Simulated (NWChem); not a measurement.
Molecule: carbon tetrachloride (CCl4); SMILES ClC(Cl)(Cl)Cl

Results from NWChem. Pople sets run with spherical d functions. Medium grid unless said otherwise, to which SCAN and Minnesota functionals are sensitive. Geometry: optimised at PBE-D3(BJ)/def2-SVP. Hybrids' shares of exact exchange are those that their runs print; pure functionals count as 0. The functionals differ in more than this share.

```
row               share of exact exchange  highest occupied level (eV)
----------------  -----------------------  ---------------------------
PBE/6-31G*                           0.00                        -7.66
MN15-L/6-31G*                        0.00                        -8.47
TPSSh/6-31G*                         0.10                     withheld
B3LYP/6-31G*                         0.20                        -8.82
B3PW91/6-31G*                        0.20                        -8.93
MPW1K/6-31G*                         0.43                       -10.29
BHandHLYP/6-31G*                     0.50                       -10.48
```

Task: Fit a straight line of the last column on the one before it, predict the withheld value, and compare with the run.

Result: 
1. Means of the 6 shown rows: x = 0.222, y = -9.108. Slope Σ(x − x̄)(y − ȳ)/Σ(x − x̄)² = -1.101/0.2201 = -5.001; intercept -8.000.
2. The shown rows scatter about the line by 0.256 (root mean square); the largest residual is -0.47, at MN15-L/6-31G*.
3. At x = 0.10 (TPSSh/6-31G*; inside the shown range) the line gives -8.50.
4. The run gives -8.41, +0.09 from the line, 0.4 times the scatter.
